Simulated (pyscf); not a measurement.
H₃Ge–GeH₃ (SMILES [GeH3][GeH3]) + H₂O (SMILES O) -> HO–GeH₃ (SMILES [OH][GeH3]) + GeH₄ (SMILES [GeH4]) (four-centre exchange; singlet surface; Ge–Ge, H–O broken, Ge–O, Ge–H formed). PySCF, gas phase, ωB97X-D3(BJ)/def2-SVP geometries. Rate constants from transition-state theory, ωB97M-D3(BJ)/def2-TZVP energies (ideal gas, 1 atm, RRHO with modes under 100 cm⁻¹ raised to 100, one conformer, R ln 2 for chiral ones without a mode under 150 cm⁻¹; no tunnelling), k in cm³ molecule⁻¹ s⁻¹.

| T (K) | 1000/T | log10 k |
|---|---|---|
| 298 | 3.354 | -45.47 |
| 600 | 1.667 | -28.84 |
| 900 | 1.111 | -23.17 |
| 1200 | 0.833 | ? |

Task: Fit an Arrhenius line to the three values, give the activation energy, and predict k at 1200 K.

Result: Least squares gives log10 k = -12.21 − 9.92 × 1000/T, so Ea = 9.92 × ln 10 × 1.987 = 45.4 kcal/mol, against an electronic barrier of 44.9. At 1200 K the line gives -20.48; the computed value is -20.22 (ΔG‡ = 81.4 kcal/mol), a factor 1.8 over the line, since the plot is curved. One saddle was located; it need not be the lowest between these sides. Elements up to Kr have no core potential and no relativistic terms here.
